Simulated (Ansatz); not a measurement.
bcc Cs was calculated with HSE06-D3(BJ) in Ansatz (PAW).

Numerical settings: plane-wave cutoff 460 eV, 8×8×8 k mesh, Fermi–Dirac smearing 0.05 eV, scalar-relativistic PAW data made under PBE.

Computed at the level's own relaxed cell.

Task: What does this level give for the volume per atom, bulk modulus B0, equilibrium lattice constant a and pressure derivative B′ of the bulk modulus?

Result: 
volume per atom: 109.95 Å³/atom
bulk modulus B0: 2.26 GPa
equilibrium lattice constant a: 6.036 Å
pressure derivative B′ of the bulk modulus: 3.1

Measured, for comparison: equilibrium volume per atom 110.12 Å³/atom, lattice constant a 6.039 Å (low-temperature or extrapolated to 0 K; zero-point anharmonic expansion removed; as tabulated in Csonka et al. (2009), arXiv:0903.4037); bulk modulus 2.11 GPa (corrected for temperature and zero-point phonon effects, our sources range from 2.11 to 2.35; as tabulated in Levämäki et al. (2014), arXiv:1402.3671). Computed (rounded) less measured: equilibrium volume per atom -0.2 %, bulk modulus +7 % (inside the range of the sources held), lattice constant a 0.0 %.

Spin–orbit coupling is not included.

Computed values are for the static lattice.

Cost on a shared machine: about 18 core-minutes (a rough figure).

Ansatz is a program for electronic structure.
